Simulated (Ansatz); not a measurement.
We consider hcp Tl, described by r²SCAN+SOC in Ansatz (plane waves, PAW).

Settings: plane-wave cutoff 560 eV, 18×18×10 k mesh (along the axes of the cell as run), Fermi–Dirac smearing 0.05 eV, PAW data made under PBE.

The cell is scaled about its equilibrium volume:

Shape and atoms are relaxed at each volume.

| V (Å³/atom) | P (GPa) | c (Å) | a (Å) |
|---|---|---|---|
| 28.474 | 1.49 | 5.499 | 3.458 |
| 29.067 | 0.70 | 5.526 | 3.485 |
| 29.661 | 0.00 | 5.553 | 3.512 |
| 30.254 | -0.61 | 5.577 | 3.540 |
| 30.847 | -1.15 | 5.600 | 3.567 |

Note: the bulk modulus comes from volumes at which shape and atoms were relaxed.

Ansatz is an electronic-structure program.
